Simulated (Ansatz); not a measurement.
# C3H4 (allene): entropy by statistical mechanics

A singlet with charge 0, relaxed at PBE0-D4/def2-TZVP (Ansatz 0.2.0):

```xyz
7

C    -1.0431    0.3309   -0.7005
C     0.0000    0.0000    0.0000
C     1.0431   -0.3309    0.7005
H    -1.9445   -0.2727   -0.6843
H    -1.0426    1.2204   -1.3218
H     1.8148   -0.9729    0.2889
H     1.1723    0.0252    1.7172
```

Harmonic wavenumbers in cm⁻¹: 376, 376, 870, 870, 885, 1009, 1009, 1120, 1414, 1477, 2071, 3146, 3150, 3227, 3227.

Masses in u: C 12.011, H 1.008. Take T = 298.15 K, p = 1 bar, R = 8.3145 J/(mol K), kT/hc = 207.22 cm⁻¹, rigid rotor and harmonic oscillator.

Problem. Work out S° at 298 K.

Solution. 
1. Translation (Sackur–Tetrode): S = R[3/2 ln M + 5/2 ln T − 1.1517] with M = 40.065 gives 154.9 J/(mol K).
2. Rotation: principal moments 3.477, 56.250, 56.250 u Å² give A, B, C = 4.8487, 0.2997, 0.2997 cm⁻¹; the symmetry number is σ = 4; q = (√π/σ)√((kT/hc)³/ABC) = 2003; S = R(ln q + 3/2) = 75.7.
3. Vibration: with u = ν̃/207.22, each mode gives R[u/(eᵘ − 1) − ln(1 − e⁻ᵘ)]; the sum is 11.9, most from 376 cm⁻¹ (4.4), 376 cm⁻¹ (4.4), 870 cm⁻¹ (0.7).
4. Electronic: R ln 1 = 0.0, from the spin multiplicity alone.
5. Sum: 154.9 + 75.7 + 11.9 + 0.0 = 242.5 J/(mol K).

No measured value is set beside it here.
